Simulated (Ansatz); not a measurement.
Cost and result for the atomization energy of CH₄MgO (`[CH3][Mg][OH]`) (7 atoms, 6 bonds).

Total charge 0; spin multiplicity 1. Correlated methods include outer-core shells of Mg, which these sets cover unevenly. The geometry is a stationary point of PBE0-D4/def2-TZVP. It is one conformer, not always the lowest. Program: Ansatz. All runs use 4 threads of an Arm Neoverse V2 on a shared host. Times are those of one run each, without the atoms' runs, and a repeat can differ threefold. Electronic energies, without spin–orbit coupling; frozen cores. CCSD(T)/CBS adds CCSD(T) − MP2 in def2-TZVPP to the MP2 limit, and its time is that of the two runs behind it. T1 = 0.010. With those shells the extrapolation isn't a true limit.

CCSD(T)/CBS is a level of theory with its own doubt, some kJ/mol a heavy atom from the limit and from the frozen cores, so smaller differences don't rank the functionals.

```csv
level,functions,wall time,atomization (kJ/mol),difference from CCSD(T)/CBS,per bond
revPBE-D4/def2-TZVPP,150,0.55 s,2285.4,-57.3,-9.5
CCSD(T)/def2-SVP,66,0.6 s,2180.0,-162.7,-27.1
PBE-D4/def2-TZVPP (with forces),150,0.65 s,2341.4,-1.3,-0.2
PBE0-D4/def2-TZVPP,150,0.7 s,2296.7,-46.0,-7.7
CAM-B3LYP-D4/def2-TZVPP,150,0.85 s,2325.8,-16.9,-2.8
B2PLYP/def2-TZVPP,150,1.1 s,2294.6,-48.1,-8.0
r2SCANh-D4/def2-TZVPP,150,1.2 s,2313.0,-29.7,-4.9
B97M-V/def2-TZVPP,150,2.2 s,2310.2,-32.5,-5.4
ωB97X-V/def2-TZVPP,150,2.2 s,2316.9,-25.8,-4.3
ωB97M-V/def2-TZVPP (with forces),150,2.8 s,2310.9,-31.8,-5.3
MP2/def2-QZVPP,297,3.4 s,2355.3,12.6,2.1
CCSD(T)/def2-TZVPP,150,12 s,2259.3,-83.4,-13.9
CCSD(T)/CBS(def2),–,15 s,2342.7,0.0,0.0
```

In def2-TZVPP, CCSD(T) changes the Hartree–Fock value by +587.8 kJ/mol (the triples alone add +29.6 kJ/mol) and MP2 by +633.8 kJ/mol; breaking electron pairs costs correlation energy, which Hartree–Fock lacks. From PBE to PBE0 (25 % exact exchange), in def2-TZVPP and without D4, the atomization energy moves by −43.6 kJ/mol: exact exchange takes away binding that semilocal exchange gives to molecules. The D4 term adds +11.0 kJ/mol with B3LYP and +5.7 kJ/mol with PBE0; it sums over pairs of atoms, weighted by their polarisabilities, and B3LYP, whose exchange is more repulsive, gets the larger term.

B3LYP here is the variant with VWN-RPA as its local correlation; programs differ in this.
